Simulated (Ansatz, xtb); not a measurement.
# Ranking isomers of C5H9N

3 gas-phase structures of C5H9N, from a drawn sample of its isomers (lower ones may exist). Each was relaxed with GFN2-xTB:

A. `CC1=C(N)CC1`, a singlet
B. `[H]/N=C1/CC[C@H]1C`, a singlet
C. `C[C@@H]1CC=C1N`, a singlet

Which do you expect lowest at r2SCAN-D4/def2-SVP//GFN2-xTB, and how would the others follow?

Calculated order at r2SCAN-D4/def2-SVP//GFN2-xTB: B (0.0), A (2.1), C (3.1) kcal/mol.

Energies above the lowest of each column, in kcal/mol; the last columns are at r2SCAN-D4/def2-SVP geometries:

```csv
structure,GFN2-xTB,HF/STO-3G,r2SCAN-D4/def2-SVP//GFN2-xTB,r2SCAN-D4/def2-SVP,CCSD(T)/def2-SVP + ΔMP2/def2-TZVPP
B,0.0,0.0,0.0,0.0,0.0
A,6.9,12.4,2.1,2.0,4.6
C,8.5,15.4,3.1,4.1,6.2
```

Every level run on B puts it lowest or level with the lowest. Flexible structures stand in one conformer each, not always the lowest. ΔMP2 is the change of the MP2 energy from the smaller to the larger basis.

Programs: Ansatz 0.2.0, xtb 6.7.1.
